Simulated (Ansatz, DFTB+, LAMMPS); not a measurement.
## Lattice parameter a of fcc Pt: levels of theory against measurement

Reference value: 3.913 Å (measured, static lattice: zero-point anharmonic expansion removed; as tabulated in Mejia-Rodriguez and Trickey (2018), arXiv:1807.09216).

| level (code) | value (Å) | error (%) |
|---|---|---|
| MEAM library.meam-Pt (LAMMPS) | 3.920 | +0.18 |
| GFN1-xTB as cut by DFTB+ | 4.108 | +4.98 |
| PBE (Ansatz) | 3.970 | +1.46 |
| PBE-D3(BJ) (Ansatz) | 3.929 | +0.41 |
| Hartree–Fock (Ansatz) | 3.992 | +2.02 |

Of the ranked levels MEAM library.meam-Pt (+0.18 %) comes nearest. Farthest off among them: GFN1-xTB as cut by DFTB+ (+4.98 %). Within 1 %: MEAM library.meam-Pt, PBE-D3(BJ). All 5 levels lie above the reference.

The crystal itself was run without spin with PBE, PBE-D3(BJ), Hartree–Fock; a magnetic state was not tried in these runs. Density-functional levels without +SOC have no spin–orbit coupling. GFN1-xTB as cut by DFTB+: the method was fitted mainly to molecules. GFN1-xTB as cut by DFTB+: codes differ in how they cut the long-range tail of xTB's charge interaction in a crystal, so the value belongs to this code. Cutoffs and k meshes differ between the levels. Ansatz's density-functional and Hartree–Fock values are scalar-relativistic unless marked +SOC, with PAW data made under PBE.

Empirical potentials (MEAM library.meam-Pt) are fitted to chosen data: where that held the value shown, agreement is built in, and what lay outside the fit can be far off.

Differences are worked out from the printed values.

Ansatz is an electronic-structure program.
